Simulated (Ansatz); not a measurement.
**How methods differ on SiH4 (SMILES [H][Si]([H])([H])[H])**

The species is SiH4 (5 atoms), meant as a singlet with charge 0. SMILES: `[H][Si]([H])([H])[H]`. The coordinates come from a GFN2-xTB relaxation.

```xyz
5

Si    0.0001    0.0000    0.0001
H     0.0113   -0.0194    1.4609
H     1.3735    0.0113   -0.4978
H    -0.6966    1.1967   -0.4657
H    -0.6882   -1.1885   -0.4975
```

Each level gives the energy change with the Si1–H4 bond stretched from 1.461 to 2.191 Å (eV). The values are calculated.

| level | kind | program | value (eV) | less FCI/3-21G |
| --- | --- | --- | --- | --- |
| HF/3-21G (restricted) | Hartree–Fock | Ansatz | 1.94 | +0.46 |
| BLYP/3-21G (restricted) | GGA | Ansatz | 1.59 | +0.11 |
| PBE0/3-21G (restricted) | global hybrid | Ansatz | 1.74 | +0.26 |
| r2SCAN0/3-21G (restricted) | hybrid meta-GGA | Ansatz | 1.81 | +0.33 |
| wB97X/3-21G (restricted) | range-separated hybrid | Ansatz | 1.84 | +0.36 |
| B2PLYP/3-21G (restricted) | double hybrid | Ansatz | 1.75 | +0.27 |
| MP2/3-21G (restricted) | perturbation theory | Ansatz | 1.74 | +0.26 |
| CCSDT/3-21G (restricted) | coupled cluster or CI | Ansatz | 1.48 | 0.00 |
| FCI/3-21G | exact in the basis | Ansatz | 1.48 | 0.00 |

FCI/3-21G is exact within its basis and frozen core, so for wave-function methods in that basis the difference is their error; functionals converge differently with the basis, so for them it is only a difference. The first shape isn't each level's own minimum. The values span 1.48 to 1.94 eV. All rows use very small basis sets, so none should be taken for the real molecule's value.
